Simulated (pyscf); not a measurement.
**Routes from H₂N–SiH(NH₂)–Cl (SMILES N[SiH](N)Cl) + H• (SMILES [H])**

Candidate steps break at most two bonds and form at most two. Each was searched with GFN2-xTB (tblite) first. Optimised with ωB97X-D3(BJ)/def2-SVP in PySCF. Energies: ωB97M-D3(BJ)/def2-TZVP, eV, from the separated reactants, doublet surface; ΔG‡ with ideal gas, 1 atm, RRHO with modes under 100 cm⁻¹ raised to 100, one conformer, R ln 2 for chiral ones without a mode under 150 cm⁻¹.

| products | type | ΔE‡ | ΔE | ΔG‡ 298 K | ΔG‡ 900 K | ν‡ (cm⁻¹) |
|---|---|---|---|---|---|---|
| H₂N–Si•(NH₂)–Cl + H₂ | hydrogen abstraction | 0.21 | -0.37 | 0.41 | 0.97 | 950i |
| NH₃ + H₂N–SiH•–Cl | substitution at N | 0.84 | +0.09 | 1.21 | 1.93 | 1884i |

Row 2: On the product side the descent ends in a complex, 0.26 eV under the separated species and 1.10 eV under the saddle at ωB97X-D3(BJ)/def2-TZVP. 

Plain bond fissions and candidates not yet searched are not listed, and one of them may be faster. Each barrier is that of the saddle found; lower ones may exist.
